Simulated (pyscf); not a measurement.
Optimised with ωB97X-D3(BJ)/def2-SVP in PySCF.

Estimate by transition-state theory the rate constant of `[F][SiH][F]` [doublet] + `[OH2]` -> `[OH][Si]([F])[F]` [doublet] + `[H][H]` (doublet surface; H–Si, H–O broken, O–Si, H–H formed) at 1200 K, with ωB97M-D3(BJ)/def2-TZVP energies (ideal gas, 1 atm, RRHO with modes under 100 cm⁻¹ raised to 100, one conformer, R ln 2 for chiral ones without a mode under 150 cm⁻¹; no tunnelling).

The electronic barrier is 29.1 kcal/mol and the thermal terms add +40.1, so ΔG‡ = 69.2 kcal/mol. With k_BT/h = 2.50e+13 s⁻¹ and RT = 2.385 kcal/mol, and a volume of 1.64e-19 cm³ per molecule at 1 atm, k = 1.0e-18 cm³ molecule⁻¹ s⁻¹. Wigner's tunnelling factor for 1321i cm⁻¹ would be 1.10. A shift of 1 kcal/mol in the barrier changes k by a factor 1.5. On the reactant side the descent ends in a complex, 5.3 kcal/mol under the separated species and 35.2 kcal/mol under the saddle at ωB97X-D3(BJ)/def2-TZVP. At the saddle there is also a short H–Si contact that neither side keeps. The same reactants have a lower exit, to HO–SiH(F)–F + H• (barrier +17.3 kcal/mol at ωB97M-D3(BJ)/def2-TZVP, against +29.1 kcal/mol here). One saddle was located; it need not be the lowest between these sides.
